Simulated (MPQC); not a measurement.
# HF/3-21G run of C4H9F (SMILES CCCCF)

Aim: the energy change on altering one bond length of C4H9F at HF/3-21G, from 2 runs. 

The results are computed with MPQC 2.3.1.

4 further runs of the same task are left out: 4 that didn't finish.

### Step 1. Starting point

The species is C4H9F (14 atoms), meant as a singlet with charge 0. SMILES: `CCCCF`. Geometry: relaxed at PBE0-D4/def2-TZVP. This is one conformer, not always the lowest.

Bond lengths: C1–C2 1.521 Å, C2–C3 1.524 Å, C3–C4 1.508 Å, C4–F5 1.386 Å, C1–H6 1.092 Å, C1–H7 1.094 Å, C1–H8 1.092 Å, C2–H9 1.094 Å, C2–H10 1.096 Å, C3–H11 1.095 Å, C3–H12 1.094 Å, C4–H13 1.094 Å, C4–H14 1.096 Å. Some angles: C1–C2–C3 114.2°, C2–C3–C4 113.1°, C3–C4–F5 110.1°, C1–C2–H9 109.1°, C1–C2–H10 109.6°, C3–C2–H9 108.3°, C3–C2–H10 109.4°, C2–C1–H6 111.0°, C2–C1–H7 111.0°, C2–C1–H8 112.2°.

### Step 2. A single-point energy at HF/3-21G

File run.in:

```
molecule<Molecule>: (
  symmetry = c1
  unit = angstrom
  { atoms geometry } = {
    C  [ -1.462120    -0.659550    -0.456040 ]
    C  [ -0.009050    -0.512810    -0.881930 ]
    C  [ 0.720660     0.653560    -0.225970 ]
    C  [ 0.875670     0.491860     1.265500 ]
    F  [ 1.615220     1.543050     1.783150 ]
    H  [ -1.956770    -1.455360    -1.017060 ]
    H  [ -2.017560     0.265850    -0.633550 ]
    H  [ -1.558110    -0.903360     0.604550 ]
    H  [ 0.034600    -0.378220    -1.966670 ]
    H  [ 0.531960    -1.443270    -0.673530 ]
    H  [ 0.188590     1.589580    -0.427380 ]
    H  [ 1.719820     0.755940    -0.660170 ]
    H  [ -0.088490     0.489070     1.781690 ]
    H  [ 1.405570    -0.436330     1.507400 ]
  }
)
basis<GaussianBasisSet>: (
  name = "3-21G"
  molecule = $:molecule
  basisdir = "."
  puream = yes
)
mpqc: (
  checkpoint = no
  savestate = no
  restart = no
  do_energy = yes
  do_gradient = no
  optimize = no
  mole<CLHF>: (
    molecule = $:molecule
    basis = $:basis
    total_charge = 0
    memory = 1000000000
    print_evals = yes
    print_npa = yes
    maxiter = 120
    value_accuracy = 1e-08
    guess_wavefunction<CLHF>: (
      molecule = $:molecule
      total_charge = 0
      memory = 1000000000
      value_accuracy = 1e-3
      basis<GaussianBasisSet>: (
        name = "STO-3G"
        molecule = $:molecule
      )
    )
  )
)
```

The basis set 3-21G is read from a file made from the Basis Set Exchange's data (not shown).

Run with:

```console
$ mpqc run.in > run.out
```

Output:

```text
MPQC: Massively Parallel Quantum Chemistry
[...]
  LUMO is    22   A =   0.248292
  total scf energy = -254.7456080081
Value of the MolecularEnergy: -254.7456080081
[...]
      symmetry = c1
[...]
```

It took 20 s on 1 thread of Arm Neoverse N1, shared host; peak memory 0.47 GiB.

### Step 3. The distorted shape at the same level

File job.in:

```
% C4H9F
molecule<Molecule>: (
    symmetry = c1
    unit = bohr
    { atoms geometry } = {
        C  [ -3.04629520  -1.27539695  -0.73868260 ]
        C  [ -0.30039086  -0.99809854  -1.54349806 ]
        C  [ 1.07856119   1.20602132  -0.30391331 ]
        C  [ 1.37148763   0.90045261   2.51455651 ]
        F  [ 2.76903459   2.88691381   3.49277324 ]
        H  [ -3.98104823  -2.77925990  -1.79885675 ]
        H  [ -4.09592468   0.47335561  -1.07412789 ]
        H  [ -3.22769002  -1.73613107   1.26554203 ]
        H  [ -0.21790432  -0.74376030  -3.59335958 ]
        H  [ 0.72196987  -2.75641311  -1.14967914 ]
        H  [ 0.07309461   2.97484277  -0.68452305 ]
        H  [ 3.24998878   1.42851957  -1.24754050 ]
        H  [ -0.45051071   0.89518027   3.49001424 ]
        H  [ 2.37285351  -0.85357228   2.97168126 ]
    }
)
basis<GaussianBasisSet>: (
    name = "3-21G"
    molecule = $:molecule
    basisdir = "."
    puream = yes
)
mpqc: (
    checkpoint = no
    savestate = no
    restart = no
    do_energy = yes
    do_gradient = no
    optimize = no
    mole<CLHF>: (
        molecule = $:molecule
        basis = $:basis
        total_charge = 0
        memory = 1000000000
        print_evals = yes
        print_npa = yes
        maxiter = 120
        value_accuracy = 1e-08
        guess_wavefunction<CLHF>: (
            molecule = $:molecule
            total_charge = 0
            memory = 1000000000
            value_accuracy = 1e-3
            basis<GaussianBasisSet>: (
                name = "MINI (Huzinaga)"
                molecule = $:molecule
            )
        )
    )
)
```

The basis set 3-21G is read from a file made from the Basis Set Exchange's data (not shown).

Run with:

```console
$ mpqc job.in > job.out
```

Output:

```text
MPQC: Massively Parallel Quantum Chemistry
[...]
  LUMO is    22   A =   0.238218
  total scf energy = -254.7311587532
Value of the MolecularEnergy: -254.7311587532
[...]
      symmetry = c1
[...]
```

Wall time 23 s (1 thread of Arm Neoverse N1, shared host); peak memory 0.49 GiB.

### Step 4. What came out

Level: HF/3-21G.

```
                                                          quantity          value
                                         first shape: total energy  -254.74561 Eh
                                          first shape: HOMO energy      -12.52 eV
                                          first shape: LUMO energy        6.76 eV
                                        first shape: HOMO–LUMO gap       19.28 eV
                                     distorted shape: total energy  -254.73116 Eh
                                      distorted shape: HOMO energy      -12.29 eV
                                      distorted shape: LUMO energy        6.48 eV
                                    distorted shape: HOMO–LUMO gap       18.78 eV
energy change with the C3–H12 bond stretched from 1.094 to 1.258 Å       0.393 eV
```

With the C3–H12 bond stretched from 1.094 to 1.258 Å the energy rises by 0.39 eV (37.9 kJ/mol). The first shape isn't relaxed at this level, so the change isn't measured from a minimum.
